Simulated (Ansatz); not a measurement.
# [B2H5]− (SMILES B[BH3-]): the energy, rung by rung

The species is [B2H5]− (7 atoms), meant as a singlet with charge -1. As SMILES, `B[BH3-]`. The shape is that of a GFN2-xTB optimisation.

```xyz
7

B     0.2100   -0.8136    0.4743
B    -0.1199    0.6135   -0.3494
H     1.2622   -1.1283    0.9690
H    -0.6063   -1.6782    0.6575
H    -0.5315    0.3716   -1.4951
H    -1.0422    1.2301    0.2075
H     0.8278    1.4050   -0.4638
```

Quantity: the energy change with the B1–H4 bond stretched from 1.203 to 3.008 Å, in eV. The values are calculated.

```csv
level,kind,program,value (eV),CPU time (all runs)
r2SCAN/STO-3G (restricted),meta-GGA,Ansatz,6.51,4.3 s
CAM-B3LYP/STO-3G (restricted),range-separated hybrid,Ansatz,7.29,2.2 s
wB97M-V/STO-3G (restricted),range-separated hybrid,Ansatz,7.32,31 s
wB97X/STO-3G (restricted),range-separated hybrid,Ansatz,7.55,8.9 s
B2PLYP/STO-3G (restricted),double hybrid,Ansatz,6.66,2.5 s
CCSD(T)/STO-3G (restricted),coupled cluster or CI,Ansatz,5.36,0.23 s
CCSD/STO-3G (restricted),coupled cluster or CI,Ansatz,?,0.23 s
CCSDT(Q)/STO-3G (restricted),coupled cluster or CI,Ansatz,?,0.62 s
FCI/STO-3G,exact in the basis,Ansatz,5.57,33 s
```

Task: Estimate what the levels marked ? give.

Result: As computed at these levels: CCSD/STO-3G (restricted): 5.71 eV; CCSDT(Q)/STO-3G (restricted): 5.59 eV. Sets without diffuse functions describe the anion poorly. The first shape isn't each level's own minimum. The values span 5.36 to 7.55 eV. All rows use very small basis sets, so even the best lies far from the true value. CPU times are rough (shared hosts, several kinds of processor): they show what a rung costs within a factor of a few.
